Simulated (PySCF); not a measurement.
# Basis-set dependence of excited states

Compound: sodium fluoride, NaF.
SMILES: `[F][Na]`

TDDFT with PBE0 (PySCF), vertical singlets, core orbitals frozen in the response, spherical d and f functions. Isolated species at its PBE0-D3(BJ)/def2-SVP geometry, gas phase.

| basis | functions | diffuse | S1 (eV) | S2 (eV) | S3 (eV) | S4 (eV) | S5 (eV) | LUMO (eV) | α (au) |
| --- | --- | --- | --- | --- | --- | --- | --- | --- | --- |
| def2-SVP | 29 | no | 3.68 | 3.68 | 4.06 | 5.99 | 5.99 | -1.40 | 10.9 |
| 6-31G* | 32 | no | 3.42 | 3.42 | 3.83 | 5.36 | 5.36 | -1.46 | 12.8 |
| 6-31+G* | 40 | yes | 4.21 | 4.21 | 4.56 | 6.13 | 6.13 | -1.46 | 10.5 |
| def2-SVPD | 41 | yes | 4.35 | 4.35 | 4.68 | 6.22 | 6.24 | -1.35 | 11.9 |
| aug-cc-pVDZ | 50 | yes | 4.20 | 4.20 | 4.55 | 6.07 | 6.07 | -1.44 | 12.1 |
| def2-TZVP | 63 | no | 4.17 | 4.17 | 4.50 | 6.14 | 6.14 | -1.41 | 10.7 |
| def2-TZVPD | 75 | yes | 4.36 | 4.36 | 4.68 | 6.20 | 6.20 | -1.36 | 12.9 |
| aug-cc-pVTZ | 96 | yes | 4.27 | 4.27 | 4.59 | 6.13 | 6.13 | -1.41 | 13.0 |

Compare the sets with the largest diffuse one.

States are compared by their number. Against the largest diffuse basis here (aug-cc-pVTZ, itself not a converged limit), sets without diffuse functions differ by up to 0.85 eV in S1 and 0.77 eV in S5; the smaller diffuse sets differ by up to 0.09 and 0.11 eV. State by state, the largest deviation of a set without diffuse functions is S1 0.85, S2 0.85, S3 0.75, S4 0.77, S5 0.77 eV. The same number needn't mean the same state in each row. Against aug-cc-pVTZ the polarisability deviates by -16% in def2-SVP, -2% in 6-31G*, -19% in 6-31+G*, -9% in def2-SVPD, -7% in aug-cc-pVDZ, -18% in def2-TZVP, -1% in def2-TZVPD.
